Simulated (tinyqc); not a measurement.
Worked calculation: RKS/BLYP in the sto-6g basis, for HF, spin multiplicity 1. Computed by tinyqc, a small Python program that keeps every step (integrals from PySCF). Settings: charge = 0, multiplicity = 1, basis = sto-6g, energy threshold = 1e-09, iteration cap = 74, orthogonalisation = symmetric, start = Wolfsberg-Helmholz matrix, DIIS depth = 6, DIIS from iteration = 3, damping = 0.3, method = RKS, functional = blyp, grid = [20, 50]. Command: `OMP_NUM_THREADS=1 python tinyqc.py 21441 21442 out.jsonl` (the two numbers bound the seeds that draw the settings). One thread of a shared host (Intel(R) Xeon(R) Processor @ 2.60GHz), about 0.5 s of CPU time with the checks. Later iterations appear only in the table of the cycle.

## One-electron integrals

Geometry (angstrom):
```
atom         x         y         z
F     0.000000  0.000000  0.000000
H     0.000000  0.000000  0.921000
```

Basis sto-6g: exponents (1/bohr^2) and contraction coefficients of normalised primitives:
```
element  l (shell)     exponent  coefficient
F            s (1)  1728.626574     0.009164
F            s (1)   316.941790     0.049361
F            s (1)    88.668891     0.168538
F            s (1)    30.460157     0.370563
F            s (1)    11.828570     0.416492
F            s (1)     4.871659     0.130334
F            s (2)    67.032281    -0.013253
F            s (2)    13.267438    -0.046992
F            s (2)     4.123510    -0.033785
F            s (2)     1.586463     0.250242
F            s (2)     0.689002     0.595117
F            s (2)     0.315820     0.240706
F            p (3)    67.032281     0.003760
F            p (3)    13.267438     0.037679
F            p (3)     4.123510     0.173897
F            p (3)     1.586463     0.418036
F            p (3)     0.689002     0.425860
F            p (3)     0.315820     0.101708
H            s (1)    35.523221     0.009164
H            s (1)     6.513144     0.049361
H            s (1)     1.822143     0.168538
H            s (1)     0.625955     0.370563
H            s (1)     0.243077     0.416492
H            s (1)     0.100112     0.130334
```

Overlap, kinetic and nuclear-attraction integrals over the contracted functions; the nuclear repulsion is the sum of Za Zb / Rab.

nuclear repulsion = 5.17111281 hartree

overlap S, order 1F 1s, 1F 2s, 1F 2px, 1F 2py, 1F 2pz, 2H 1s:
```
[[1.000000, 0.232479, 0.000000, 0.000000, 0.000000, 0.050177],
 [0.232479, 1.000000, 0.000000, 0.000000, 0.000000, 0.449028],
 [0.000000, 0.000000, 1.000000, 0.000000, 0.000000, 0.000000],
 [0.000000, 0.000000, 0.000000, 1.000000, 0.000000, 0.000000],
 [0.000000, 0.000000, 0.000000, 0.000000, 1.000000, 0.346778],
 [0.050177, 0.449028, 0.000000, 0.000000, 0.346778, 1.000000]]
```

kinetic energy T (hartree), order 1F 1s, 1F 2s, 1F 2px, 1F 2py, 1F 2pz, 2H 1s:
```
[[37.397730, -1.143349, 0.000000, 0.000000, 0.000000, -0.001102],
 [-1.143349, 1.082297, 0.000000, 0.000000, 0.000000, 0.125400],
 [0.000000, 0.000000, 3.251325, 0.000000, 0.000000, 0.000000],
 [0.000000, 0.000000, 0.000000, 3.251325, 0.000000, 0.000000],
 [0.000000, 0.000000, 0.000000, 0.000000, 3.251325, 0.267373],
 [-0.001102, 0.125400, 0.000000, 0.000000, 0.267373, 0.768522]]
```

nuclear attraction V (hartree), order 1F 1s, 1F 2s, 1F 2px, 1F 2py, 1F 2pz, 2H 1s:
```
[[-78.397020, -7.999285, 0.000000, 0.000000, -0.015788, -1.985167],
 [-7.999285, -12.045471, 0.000000, 0.000000, -0.178787, -4.187133],
 [0.000000, 0.000000, -12.006138, 0.000000, 0.000000, 0.000000],
 [0.000000, 0.000000, 0.000000, -12.006138, 0.000000, 0.000000],
 [-0.015788, -0.178787, 0.000000, 0.000000, -12.122596, -2.892119],
 [-1.985167, -4.187133, 0.000000, 0.000000, -2.892119, -6.192697]]
```

core Hamiltonian H = T + V (hartree), order 1F 1s, 1F 2s, 1F 2px, 1F 2py, 1F 2pz, 2H 1s:
```
[[-40.999290, -9.142634, 0.000000, 0.000000, -0.015788, -1.986269],
 [-9.142634, -10.963174, 0.000000, 0.000000, -0.178787, -4.061732],
 [0.000000, 0.000000, -8.754812, 0.000000, 0.000000, 0.000000],
 [0.000000, 0.000000, 0.000000, -8.754812, 0.000000, 0.000000],
 [-0.015788, -0.178787, 0.000000, 0.000000, -8.871270, -2.624747],
 [-1.986269, -4.061732, 0.000000, 0.000000, -2.624747, -5.424175]]
```

## Two-electron integrals

Functions are numbered as in S; the eight-fold symmetry (ij|kl) = (ji|kl) = (kl|ij) leaves the list below.

Two-electron integrals (ij|kl) in chemists' order, unique and non-zero (hartree):
```
(11|11) 5.406240   (21|11) 0.768129   (21|21) 0.138909   (22|11) 1.266271
(22|21) 0.283987   (22|22) 0.926367   (31|31) 0.029452   (32|31) 0.044681
(32|32) 0.204753   (33|11) 1.266273   (33|21) 0.283987   (33|22) 0.926366
(33|33) 0.998085   (41|41) 0.029452   (42|41) 0.044681   (42|42) 0.204753
(43|43) 0.053789   (44|11) 1.266273   (44|21) 0.283987   (44|22) 0.926366
(44|33) 0.890506   (44|44) 0.998085   (51|51) 0.029452   (52|51) 0.044681
(52|52) 0.204753   (53|53) 0.053789   (54|54) 0.053789   (55|11) 1.266273
(55|21) 0.283987   (55|22) 0.926366   (55|33) 0.890506   (55|44) 0.890506
(55|55) 0.998085   (61|11) 0.177035   (61|21) 0.030673   (61|22) 0.061288
(61|33) 0.061182   (61|44) 0.061182   (61|51) 0.001326   (61|52) 0.002584
(61|55) 0.061502   (61|61) 0.006886   (62|11) 0.420772   (62|21) 0.095654
(62|22) 0.344798   (62|33) 0.340059   (62|44) 0.340059   (62|51) 0.006877
(62|52) 0.050399   (62|55) 0.354275   (62|61) 0.021095   (62|62) 0.154432
(63|31) 0.010969   (63|32) 0.061599   (63|53) 0.010669   (63|63) 0.023462
(64|41) 0.010969   (64|42) 0.061599   (64|54) 0.010669   (64|64) 0.023462
(65|11) 0.273211   (65|21) 0.063023   (65|22) 0.242894   (65|33) 0.232320
(65|44) 0.232320   (65|51) 0.015037   (65|52) 0.095957   (65|55) 0.264041
(65|61) 0.014554   (65|62) 0.133517   (65|65) 0.138387   (66|11) 0.549656
(66|21) 0.127286   (66|22) 0.524831   (66|33) 0.506530   (66|44) 0.506530
(66|51) 0.012409   (66|52) 0.124076   (66|55) 0.561432   (66|61) 0.028332
(66|62) 0.292867   (66|65) 0.294042   (66|66) 0.774999
```

## Orthogonalisation

S = U s U^T; symmetric (Loewdin) form X = U s^(-1/2) U^T, so that X^T S X = 1.

eigenvalues of S: [0.415632, 0.849309, 1.000000, 1.000000, 1.120000, 1.615058]

X, order 1F 1s, 1F 2s, 1F 2px, 1F 2py, 1F 2pz, 2H 1s:
```
[[1.022109, -0.129638, 0.000000, 0.000000, -0.007011, 0.020914],
 [-0.129638, 1.125269, 0.000000, 0.000000, 0.078885, -0.290800],
 [0.000000, 0.000000, 1.000000, 0.000000, 0.000000, 0.000000],
 [0.000000, 0.000000, 0.000000, 1.000000, 0.000000, 0.000000],
 [-0.007011, 0.078885, 0.000000, 0.000000, 1.059746, -0.220951],
 [0.020914, -0.290800, 0.000000, 0.000000, -0.220951, 1.160876]]
```

## Starting guess

The start is the generalised Wolfsberg-Helmholz matrix (K = 1.75) built on H; D = 2 C_occ C_occ^T.

D at the start, order 1F 1s, 1F 2s, 1F 2px, 1F 2py, 1F 2pz, 2H 1s:
```
[[2.081122, -0.337129, 0.000000, 0.000000, 0.101394, -0.171497],
 [-0.337129, 1.482588, 0.000000, 0.000000, -0.395530, 0.483938],
 [0.000000, 0.000000, 2.000000, 0.000000, 0.000000, 0.000000],
 [0.000000, 0.000000, 0.000000, 2.000000, 0.000000, 0.000000],
 [0.101394, -0.395530, 0.000000, 0.000000, 1.757191, 0.248298],
 [-0.171497, 0.483938, 0.000000, 0.000000, 0.248298, 0.246249]]
```

## Iteration 1: exchange-correlation on the grid

Becke grid with 20 radial and 50 angular points per atom, points of zero weight dropped. rho = sum D_ij phi_i phi_j; V_xc,ij = sum w v_xc phi_i phi_j plus the gradient terms; v_xc is d(rho eps)/d rho at fixed gradient.

The 8 grid points with the largest w rho, of 1985 (bohr, atomic units):
```
x                  y          z         w       rho  |grad rho|^2     eps_xc       v_xc
0.000000    0.738980  -0.738980  0.094697  0.491937      2.423196  -0.672928  -0.788392
0.000000   -0.738980  -0.738980  0.094697  0.491937      2.423196  -0.672928  -0.788392
-0.738980   0.000000  -0.738980  0.094697  0.491937      2.423196  -0.672928  -0.788392
0.738980    0.000000  -0.738980  0.094697  0.491937      2.423196  -0.672928  -0.788392
0.000000    0.544263  -0.544263  0.041426  1.082384      7.212751  -0.831703  -1.036726
0.000000   -0.544263  -0.544263  0.041426  1.082384      7.212751  -0.831703  -1.036726
-0.544263   0.000000  -0.544263  0.041426  1.082384      7.212751  -0.831703  -1.036726
0.544263    0.000000  -0.544263  0.041426  1.082384      7.212751  -0.831703  -1.036726
```

electrons on the grid, sum of w rho = 10.000363

E_xc = sum of w rho eps_xc = -11.10509906 hartree

V_xc (hartree), order 1F 1s, 1F 2s, 1F 2px, 1F 2py, 1F 2pz, 2H 1s:
```
[[-3.533494, -0.440459, 0.000000, 0.000000, 0.002620, -0.104781],
 [-0.440459, -0.925891, 0.000000, 0.000000, 0.011267, -0.319187],
 [0.000000, 0.000000, -0.925595, 0.000000, 0.000000, 0.000000],
 [0.000000, 0.000000, 0.000000, -0.925595, 0.000000, 0.000000],
 [0.002620, 0.011267, 0.000000, 0.000000, -0.926609, -0.218137],
 [-0.104781, -0.319187, 0.000000, 0.000000, -0.218137, -0.440242]]
```

## Iteration 1: building the Kohn-Sham matrix

J_ij = sum D_kl (ij|kl); F = H + J + V_xc; E = tr D H + tr D J / 2 + E_xc + E_nn.

Coulomb J (hartree), order 1F 1s, 1F 2s, 1F 2px, 1F 2py, 1F 2pz, 2H 1s:
```
[[20.518218, 3.705615, 0.000000, 0.000000, -0.012649, 0.821897],
 [3.705615, 9.713030, 0.000000, 0.000000, -0.026811, 3.547321],
 [0.000000, 0.000000, 9.707428, 0.000000, 0.000000, 0.000000],
 [0.000000, 0.000000, 0.000000, 9.707428, 0.000000, 0.000000],
 [-0.012649, -0.026811, 0.000000, 0.000000, 9.724229, 2.471961],
 [0.821897, 3.547321, 0.000000, 0.000000, 2.471961, 5.363819]]
```

Kohn-Sham matrix F (hartree), order 1F 1s, 1F 2s, 1F 2px, 1F 2py, 1F 2pz, 2H 1s:
```
[[-24.014566, -5.877479, 0.000000, 0.000000, -0.025817, -1.269152],
 [-5.877479, -2.176035, 0.000000, 0.000000, -0.194331, -0.833598],
 [0.000000, 0.000000, 0.027022, 0.000000, 0.000000, 0.000000],
 [0.000000, 0.000000, 0.000000, 0.027022, 0.000000, 0.000000],
 [-0.025817, -0.194331, 0.000000, 0.000000, -0.073650, -0.370923],
 [-1.269152, -0.833598, 0.000000, 0.000000, -0.370923, -0.500598]]
```

total energy of this density = -99.58735023 hartree

This density is the starting one.

## Iteration 1: diagonalisation and new density

Diagonalise F' = X^T F X, C = X C', fill 5 alpha and 5 beta electrons from the bottom; D = 2 C_occ C_occ^T; the new density keeps 0.3 of the old one (damping). Each column has its largest component positive (the first on a tie).

F' = X^T F X (hartree):
```
[[-23.617028, -3.026522, 0.000000, 0.000000, -0.030448, -0.216081],
 [-3.026522, -1.054048, 0.000000, 0.000000, -0.068009, -0.378956],
 [0.000000, 0.000000, 0.027022, 0.000000, 0.000000, 0.000000],
 [0.000000, 0.000000, 0.000000, 0.027022, 0.000000, 0.000000],
 [-0.030448, -0.068009, 0.000000, 0.000000, 0.051351, -0.348064],
 [-0.216081, -0.378956, 0.000000, 0.000000, -0.348064, -0.134509]]
```

orbital energies (hartree): [-24.018932, -0.881441, -0.203247, 0.027022, 0.027022, 0.349387]

coefficients C, order 1F 1s, 1F 2s, 1F 2px, 1F 2py, 1F 2pz, 2H 1s:
```
[[0.996516, -0.215567, -0.137163, 0.000000, 0.000000, 0.060603],
 [0.015632, 0.817141, 0.706167, 0.000000, 0.000000, -0.455178],
 [0.000000, 0.000000, 0.000000, 0.001598, 0.999999, 0.000000],
 [0.000000, 0.000000, 0.000000, 0.999999, -0.001598, 0.000000],
 [0.002815, 0.212508, -0.511347, 0.000000, 0.000000, -0.933546],
 [-0.004857, 0.282439, -0.665548, 0.000000, 0.000000, 0.979135]]
```

D after iteration 1, order 1F 1s, 1F 2s, 1F 2px, 1F 2py, 1F 2pz, 2H 1s:
```
[[2.105995, -0.461542, 0.000000, 0.000000, 0.068405, -0.015660],
 [-0.461542, 2.078067, 0.000000, 0.000000, -0.381024, -0.189799],
 [0.000000, 0.000000, 2.000000, 0.000000, 0.000000, 0.000000],
 [0.000000, 0.000000, 0.000000, 2.000000, 0.000000, 0.000000],
 [0.068405, -0.381024, 0.000000, 0.000000, 0.956457, 0.634955],
 [-0.015660, -0.189799, 0.000000, 0.000000, 0.634955, 0.805724]]
```

Within a degenerate level the vectors are fixed only up to a rotation; this is one choice.

## Iteration 2: exchange-correlation on the grid

As before.

The 8 grid points with the largest w rho, of 1985 (bohr, atomic units):
```
x                  y         z         w       rho  |grad rho|^2     eps_xc       v_xc
-0.738980   0.738980  0.000000  0.094542  0.485685      2.367645  -0.670575  -0.785004
0.738980   -0.738980  0.000000  0.094542  0.485685      2.367645  -0.670575  -0.785004
0.738980    0.738980  0.000000  0.094542  0.485685      2.367645  -0.670575  -0.785004
-0.738980  -0.738980  0.000000  0.094542  0.485685      2.367645  -0.670575  -0.785004
-0.544263   0.544263  0.000000  0.041413  1.069524      7.083969  -0.828841  -1.032499
0.544263   -0.544263  0.000000  0.041413  1.069524      7.083969  -0.828841  -1.032499
0.544263    0.544263  0.000000  0.041413  1.069524      7.083969  -0.828841  -1.032499
-0.544263  -0.544263  0.000000  0.041413  1.069524      7.083969  -0.828841  -1.032499
```

electrons on the grid, sum of w rho = 10.000354

E_xc = sum of w rho eps_xc = -10.94165446 hartree

V_xc (hartree), order 1F 1s, 1F 2s, 1F 2px, 1F 2py, 1F 2pz, 2H 1s:
```
[[-3.533864, -0.436269, 0.000000, 0.000000, 0.002753, -0.103893],
 [-0.436269, -0.910594, 0.000000, 0.000000, 0.004821, -0.321679],
 [0.000000, 0.000000, -0.922969, 0.000000, 0.000000, 0.000000],
 [0.000000, 0.000000, 0.000000, -0.922969, 0.000000, 0.000000],
 [0.002753, 0.004821, 0.000000, 0.000000, -0.885980, -0.225744],
 [-0.103893, -0.321679, 0.000000, 0.000000, -0.225744, -0.500969]]
```

## Iteration 2: building the Kohn-Sham matrix

As before.

Coulomb J (hartree), order 1F 1s, 1F 2s, 1F 2px, 1F 2py, 1F 2pz, 2H 1s:
```
[[20.208644, 3.632485, 0.000000, 0.000000, -0.003578, 0.806732],
 [3.632485, 9.519682, 0.000000, 0.000000, 0.052697, 3.522218],
 [0.000000, 0.000000, 9.530731, 0.000000, 0.000000, 0.000000],
 [0.000000, 0.000000, 0.000000, 9.530731, 0.000000, 0.000000],
 [-0.003578, 0.052697, 0.000000, 0.000000, 9.497579, 2.494230],
 [0.806732, 3.522218, 0.000000, 0.000000, 2.494230, 5.486747]]
```

Kohn-Sham matrix F (hartree), order 1F 1s, 1F 2s, 1F 2px, 1F 2py, 1F 2pz, 2H 1s:
```
[[-24.324510, -5.946418, 0.000000, 0.000000, -0.016613, -1.283430],
 [-5.946418, -2.354086, 0.000000, 0.000000, -0.121269, -0.861193],
 [0.000000, 0.000000, -0.147050, 0.000000, 0.000000, 0.000000],
 [0.000000, 0.000000, 0.000000, -0.147050, 0.000000, 0.000000],
 [-0.016613, -0.121269, 0.000000, 0.000000, -0.259671, -0.356261],
 [-1.283430, -0.861193, 0.000000, 0.000000, -0.356261, -0.438397]]
```

total energy of this density = -99.73682062 hartree

This density is a damped mixture and is not idempotent.

## Iteration 2: diagonalisation and new density

As before.

F' = X^T F X (hartree):
```
[[-23.925998, -3.038130, 0.000000, 0.000000, -0.028303, -0.220171],
 [-3.038130, -1.231401, 0.000000, 0.000000, -0.005808, -0.395253],
 [0.000000, 0.000000, -0.147050, 0.000000, 0.000000, 0.000000],
 [0.000000, 0.000000, 0.000000, -0.147050, 0.000000, 0.000000],
 [-0.028303, -0.005808, 0.000000, 0.000000, -0.149442, -0.325521],
 [-0.220171, -0.395253, 0.000000, 0.000000, -0.325521, -0.054400]]
```

orbital energies (hartree): [-24.328719, -0.993806, -0.338387, -0.147050, -0.147050, 0.299669]

coefficients C, order 1F 1s, 1F 2s, 1F 2px, 1F 2py, 1F 2pz, 2H 1s:
```
[[0.996585, -0.233753, 0.089837, 0.000000, 0.000000, 0.078148],
 [0.015299, 0.917243, -0.471092, 0.000000, 0.000000, -0.557070],
 [0.000000, 0.000000, 0.000000, 0.004612, 0.999989, 0.000000],
 [0.000000, 0.000000, 0.000000, 0.999989, -0.004612, 0.000000],
 [0.002313, 0.148907, 0.724831, 0.000000, 0.000000, -0.794099],
 [-0.004611, 0.169226, 0.471679, 0.000000, 0.000000, 1.109195]]
```

D after iteration 2, order 1F 1s, 1F 2s, 1F 2px, 1F 2py, 1F 2pz, 2H 1s:
```
[[2.110049, -0.476539, 0.000000, 0.000000, 0.066182, -0.007188],
 [-0.476539, 2.112315, 0.000000, 0.000000, -0.401087, -0.150814],
 [0.000000, 0.000000, 2.000000, 0.000000, 0.000000, 0.000000],
 [0.000000, 0.000000, 0.000000, 2.000000, 0.000000, 0.000000],
 [0.066182, -0.401087, 0.000000, 0.000000, 1.053519, 0.704393],
 [-0.007188, -0.150814, 0.000000, 0.000000, 0.704393, 0.593313]]
```

Within a degenerate level the vectors are fixed only up to a rotation; this is one choice.

## Iteration 18 (converged): orbitals

converged F (hartree), order 1F 1s, 1F 2s, 1F 2px, 1F 2py, 1F 2pz, 2H 1s:
```
[[-24.228377, -5.926743, 0.000000, 0.000000, -0.018566, -1.279264],
 [-5.926743, -2.303779, 0.000000, 0.000000, -0.135869, -0.851952],
 [0.000000, 0.000000, -0.095862, 0.000000, 0.000000, 0.000000],
 [0.000000, 0.000000, 0.000000, -0.095862, 0.000000, 0.000000],
 [-0.018566, -0.135869, 0.000000, 0.000000, -0.211123, -0.358195],
 [-1.279264, -0.851952, 0.000000, 0.000000, -0.358195, -0.453002]]
```

Diagonalise F' = X^T F X, C = X C', fill 5 alpha and 5 beta electrons from the bottom; D = 2 C_occ C_occ^T. Each column has its largest component positive (the first on a tie).

F' = X^T F X (hartree):
```
[[-23.829810, -3.035771, 0.000000, 0.000000, -0.029004, -0.218884],
 [-3.035771, -1.180955, 0.000000, 0.000000, -0.017476, -0.390881],
 [0.000000, 0.000000, -0.095862, 0.000000, 0.000000, 0.000000],
 [0.000000, 0.000000, 0.000000, -0.095862, 0.000000, 0.000000],
 [-0.029004, -0.017476, 0.000000, 0.000000, -0.097152, -0.330618],
 [-0.218884, -0.390881, 0.000000, 0.000000, -0.330618, -0.074558]]
```

orbital energies (hartree): [-24.232679, -0.956297, -0.301970, -0.095862, -0.095862, 0.308472]

coefficients C, order 1F 1s, 1F 2s, 1F 2px, 1F 2py, 1F 2pz, 2H 1s:
```
[[0.996544, -0.229847, 0.101526, 0.000000, 0.000000, 0.075917],
 [0.015487, 0.894551, -0.529089, 0.000000, 0.000000, -0.541687],
 [0.000000, 0.000000, 0.000000, 0.999998, -0.001781, 0.000000],
 [0.000000, 0.000000, 0.000000, 0.001781, 0.999998, 0.000000],
 [0.002432, 0.164418, 0.679332, 0.000000, 0.000000, -0.830434],
 [-0.004700, 0.197407, 0.519638, 0.000000, 0.000000, 1.082793]]
```

D after iteration 18, order 1F 1s, 1F 2s, 1F 2px, 1F 2py, 1F 2pz, 2H 1s:
```
[[2.112474, -0.487786, 0.000000, 0.000000, 0.067204, 0.005400],
 [-0.487786, 2.160796, 0.000000, 0.000000, -0.424619, -0.196835],
 [0.000000, 0.000000, 2.000000, 0.000000, 0.000000, 0.000000],
 [0.000000, 0.000000, 0.000000, 2.000000, 0.000000, 0.000000],
 [0.067204, -0.424619, 0.000000, 0.000000, 0.977063, 0.770905],
 [0.005400, -0.196835, 0.000000, 0.000000, 0.770905, 0.618029]]
```

Within a degenerate level the vectors are fixed only up to a rotation; this is one choice.

## Convergence

Stop when the energy changes by less than 1e-09 hartree and every element of the error matrix X^T (F D S - S D F) X is below 9e-06.

Course of the cycle:
```
iteration   E (hartree)     change  largest element of the error matrix
1          -99.58735023          -                             5.35e-01
2          -99.73682062  -1.49e-01                             1.80e-01
3          -99.79658424  -5.98e-02                             4.74e-02
4          -99.81576345  -1.92e-02                             1.53e-02
5          -99.82161128  -5.85e-03                             5.45e-03
6          -99.82338563  -1.77e-03                             1.66e-03
7          -99.82391709  -5.31e-04                             5.10e-04
8          -99.82407645  -1.59e-04                             1.53e-04
9          -99.82412425  -4.78e-05                             4.59e-05
10         -99.82413859  -1.43e-05                             1.38e-05
11         -99.82414289  -4.30e-06                             4.13e-06
12         -99.82414418  -1.29e-06                             1.24e-06
13         -99.82414456  -3.87e-07                             3.72e-07
14         -99.82414468  -1.16e-07                             1.12e-07
15         -99.82414472  -3.48e-08                             3.35e-08
16         -99.82414473  -1.05e-08                             1.00e-08
17         -99.82414473  -3.14e-09                             3.01e-09
18         -99.82414473  -9.41e-10                             9.04e-10
```

PySCF RKS in the same basis, fine grid = -99.82513857 hartree

Converged in 18 iterations. The coarse grid moves the energy by +9.94e-04 hartree.

## Populations, bond orders and dipole

Mulliken: Z minus the diagonal of D S on the atom; Loewdin: the same with S^(1/2) D S^(1/2); Mayer order: 2 sum_s sum (D(s) S)_ij (D(s) S)_ji over the two atoms.

Charges (e):
```
atom   Mulliken    Loewdin
1F    -0.202751  -0.144148
2H     0.202751   0.144148
```

Mayer bond orders:
```
pair     order
2-1   0.958892
```

dipole moment about the origin, x y z (debye): [0.000000, 0.000000, 1.190378]
